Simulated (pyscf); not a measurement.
`[O]=[Ta]([Cl])([Cl])[Cl]` + `[NH3]` → `[NH2][Ta]([OH])([Cl])([Cl])[Cl]`, an addition across a multiple bond or ene-type step (singlet surface; H–N broken, H–O, N–Ta formed). Single points on ωB97X-D3(BJ)/def2-SVP structures (PySCF, gas phase). Energies in kJ/mol from the separated reactants.

Small-basis levels: PySCF, no dispersion term, spherical d functions. 

Q: Quick B3LYP/LANL2DZ single points give ΔE‡ = 60.7 kJ/mol and ΔE = -105.8 kJ/mol. What does ωB97M-D3(BJ)/def2-TZVP give, and how far is the quick result from it?

A: ωB97M-D3(BJ)/def2-TZVP gives ΔE‡ = 70.0 kJ/mol and ΔE = -40.3 kJ/mol. B3LYP/LANL2DZ lies 9.4 kJ/mol under it in the barrier and 65.5 kJ/mol under it in the reaction energy, so on this step it does not hold to within 12.6 kJ/mol. ωB97M-D3(BJ)/def2-TZVP has limits of its own. On the reactant side the descent ends in an adduct with a N–Ta contact, 118.4 kJ/mol under the separated species and 177.0 kJ/mol under the saddle at ωB97X-D3(BJ)/def2-TZVP. What is counted as formed (N–Ta) is already present as a longer contact in the reactant adduct; forming that adduct is a step of its own. At the saddle there is also a short H–Ta contact that neither side keeps. At ωB97X-D3(BJ)/def2-TZVP the barrier from the zero used here is 58.5 kJ/mol. One saddle was located; it need not be the lowest between these sides. In the def2 sets elements past Kr carry core potentials, without spin-orbit coupling.
